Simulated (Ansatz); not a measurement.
# Antimony, A7 rhombohedral under LDA: testing the Methfessel-Paxton smearing

Aim: find which Methfessel-Paxton smearing width is enough for energy and pressure. The geometry was relaxed under LDA beforehand and stays fixed; 7 values are run, from 0.01 to 1.0 eV. Wanted are the values from which on the energy stays within 10 and 1 meV/atom, and the pressure within 0.5 GPa, of the narrowest run. Within the series other settings stay, but some runs also write fields, which adds to their time. Spin polarisation is left out.

Program: Ansatz 0.2.0. Level of theory: DFT LDA, plane waves with PAW, scalar-relativistic. These are calculated values, not measurements.

## (1) The system as given

Symmetry: R-3m, No. 166, trigonal system. Conventional cell: a = 4.291 Å, b = 4.291 Å, c = 10.976 Å, α = 90.00°, β = 90.00°, γ = 120.00°. Sb (site symmetry 3m) has 6 Sb at 2.91 to 3.27 Å as nearest neighbours.

Structure file:

```xyz
2
Lattice="2.1456 1.2388 3.6587 -2.1456 1.2388 3.6587 0.0000 -2.4775 3.6587" Properties=species:S:1:pos:R:3 pbc="T T T"
Sb    0.0000    0.0000    2.5897
Sb    0.0000    0.0000    8.3865
```

## (2) Run at 0.01 eV

The run at 0.01 eV.

input.yaml

```yaml
crystal:
  lattice:
    - [2.1456002536, 1.238762884, 3.6587425366]
    - [-2.1456002536, 1.238762884, 3.6587425366]
    - [0.0, -2.477525768, 3.6587425366]
  atoms:
    - { symbol: Sb, position: [0.2359371474, 0.2359371474, 0.2359371474] }
    - { symbol: Sb, position: [0.7640628526, 0.7640628526, 0.7640628526] }
hamiltonian:
  xc: lda
  pseudopotentials:
    kind: paw
    azcp:
      Sb: "pseudopotentials/Sb.paw.azcp"
basis:
  ecutwfc: 420
  fft_grid_basis: typed
kpoints:
  mp_grid: { grid: [9, 9, 9], shift: [0, 0, 0] }
magnetization:
  spin_polarized: false
scf:
  occupations: { method: methfessel_paxton, width: 0.01 }
  lower_state_search: "off"
output:
  stress: true
```

Run with:

```
ansatz run input.yaml --threads 2 --pin off --max-ram 5120MiB --backend cpu --events-out ev --progress --plain --runs-dir out
```

## (3) Run at 0.03 eV

The run at 0.03 eV.

input.yaml: that of step 2 with these lines changed.

```diff
@@ -22,3 +22,3 @@
 scf:
-  occupations: { method: methfessel_paxton, width: 0.01 }
+  occupations: { method: methfessel_paxton, width: 0.03 }
   lower_state_search: "off"
@@ -26 +26,5 @@
   stress: true
+  write_density: true
+  write_potential: true
+  elf: true
+  volumetric_format: npy
```

## (4) Run at 0.1 eV

The run at 0.1 eV.

input.yaml: that of step 3 with these lines changed.

```diff
@@ -22,3 +22,3 @@
 scf:
-  occupations: { method: methfessel_paxton, width: 0.03 }
+  occupations: { method: methfessel_paxton, width: 0.1 }
   lower_state_search: "off"
@@ -26,5 +26 @@
   stress: true
-  write_density: true
-  write_potential: true
-  elf: true
-  volumetric_format: npy
```

## (5) Run at 0.2 eV

The run at 0.2 eV.

input.yaml: that of step 4 with these lines changed.

```diff
@@ -22,3 +22,3 @@
 scf:
-  occupations: { method: methfessel_paxton, width: 0.1 }
+  occupations: { method: methfessel_paxton, width: 0.2 }
   lower_state_search: "off"
```

## (6) Run at 0.3 eV

The run at 0.3 eV.

input.yaml: that of step 5 with these lines changed.

```diff
@@ -22,3 +22,3 @@
 scf:
-  occupations: { method: methfessel_paxton, width: 0.2 }
+  occupations: { method: methfessel_paxton, width: 0.3 }
   lower_state_search: "off"
```

## (7) Run at 0.6 eV

The run at 0.6 eV.

input.yaml: that of step 6 with these lines changed.

```diff
@@ -22,3 +22,3 @@
 scf:
-  occupations: { method: methfessel_paxton, width: 0.3 }
+  occupations: { method: methfessel_paxton, width: 0.6 }
   lower_state_search: "off"
@@ -26 +26,5 @@
   stress: true
+  write_density: true
+  write_potential: true
+  elf: true
+  volumetric_format: npy
```

## (8) Run at 1.0 eV

The run at 1.0 eV.

input.yaml: that of step 7 with these lines changed.

```diff
@@ -22,3 +22,3 @@
 scf:
-  occupations: { method: methfessel_paxton, width: 0.6 }
+  occupations: { method: methfessel_paxton, width: 1.0 }
   lower_state_search: "off"
@@ -26,5 +26 @@
   stress: true
-  write_density: true
-  write_potential: true
-  elf: true
-  volumetric_format: npy
```

(Steps that only read results are left out.)

Before running it: what results should come out?

**Answer**, as computed:

```
                                           quantity                       value
       E(σ → 0) stays within 10 meV/atom of 0.01 eV                up to 0.6 eV
                   E(σ → 0) stays within 1 meV/atom                up to 0.3 eV
                      pressure stays within 0.5 GPa                up to 1.0 eV
                                pressure at 0.01 eV                    0.11 GPa
energy of a separate run on a finer mesh (15×15×15)  +3.5 meV/atom from 0.01 eV
```

In words: At 1.0 eV the energy differs by +12.5 meV/atom and the pressure by -0.4 GPa. Over the range F shifts by +23.8 meV/atom, while E(σ → 0) shifts by +12.5. This scheme cancels the term in the square of the width, so F moves little up to 0.2 eV. The mesh (9×9×9) is fixed, so the narrowest widths carry a k-point error of their own. The yardstick itself is unsettled by 3.5 meV/atom against the finer mesh, so the thresholds above hold only within this series, and wider smearing, which averages over more states, can land nearer the fine-mesh value than the narrowest does. The cell taken over is 3 % smaller than the measured one (30.20 Å³/atom, COD).
